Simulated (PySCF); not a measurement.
Gas-phase reaction: BF₃ + 6 H + 2 B → 3 BH₂F

Energies from PySCF, thermal terms from the rigid-rotor harmonic-oscillator model, ideal gas at 1 bar. † marks an energy on the PBE0/def2-TZVP geometry and frequencies; other levels use their own. MP2 and CCSD(T) freeze the core. 6-31G* has spherical d functions here. Open shells (unrestricted): H (multiplicity 2), B (multiplicity 2, electronic degeneracy 6); the rest are closed-shell singlets. Spin-orbit splitting is ignored; it lowers the true energy and changes the entropy of B. B3LYP is the form with VWN-RPA correlation. BH₂F: computed as isolated molecules; such fragments, hydroxides, amides, oligomers or adducts are transient or little studied in the gas. MP2 isn't extrapolated to the basis-set limit; its ΔH°(298 K) is -2136.2 kJ in def2-SVP and -2188.4 kJ in def2-TZVPP. CCSD(T) isn't extrapolated to the basis-set limit; its ΔH°(298 K) is -2152.8 kJ in def2-SVP and -2199.3 kJ in def2-TZVPP. The harmonic model lacks anharmonicity and excited electronic states, which grow with temperature; levels with a mode under 35 cm⁻¹ are left out.

```json
[
 {"level": "B3LYP/6-31G*", "ΔE electronic, kJ": "-2408", "ΔH°(298 K), kJ": "-2291", "ΔS°(298 K), J/K": "-582", "ΔG°(2000 K), kJ": "-971"},
 {"level": "CCSD(T)/def2-SVP†", "ΔE electronic, kJ": "-2267", "ΔH°(298 K), kJ": "-2153", "ΔS°(298 K), J/K": "-582", "ΔG°(2000 K), kJ": "-836"},
 {"level": "HF/def2-TZVP†", "ΔE electronic, kJ": "-1918", "ΔH°(298 K), kJ": "-1805", "ΔS°(298 K), J/K": "-582", "ΔG°(2000 K), kJ": "-488"},
 {"level": "MP2/def2-TZVPP†", "ΔE electronic, kJ": "-2302", "ΔH°(298 K), kJ": "-2188", "ΔS°(298 K), J/K": "-582", "ΔG°(2000 K), kJ": "-872"},
 {"level": "PBE0/def2-SVP†", "ΔE electronic, kJ": "-2340", "ΔH°(298 K), kJ": "-2226", "ΔS°(298 K), J/K": "-582", "ΔG°(2000 K), kJ": "-909"},
 {"level": "PBE0/def2-TZVP", "ΔE electronic, kJ": "-2335", "ΔH°(298 K), kJ": "-2221", "ΔS°(298 K), J/K": "-582", "ΔG°(2000 K), kJ": "-904"},
 {"level": "r2SCAN/def2-TZVP†", "ΔE electronic, kJ": "-2356", "ΔH°(298 K), kJ": "-2242", "ΔS°(298 K), J/K": "-582", "ΔG°(2000 K), kJ": "-925"},
 {"level": "LDA/def2-TZVP†", "ΔE electronic, kJ": "-2551", "ΔH°(298 K), kJ": "-2437", "ΔS°(298 K), J/K": "-582", "ΔG°(2000 K), kJ": "-1120"},
 {"level": "ωB97M-V/def2-TZVP†", "ΔE electronic, kJ": "-2368", "ΔH°(298 K), kJ": "-2254", "ΔS°(298 K), J/K": "-582", "ΔG°(2000 K), kJ": "-937"}
]
```
ΔH° is lowest at LDA/def2-TZVP† and highest at HF/def2-TZVP†. No reference value is set beside these.
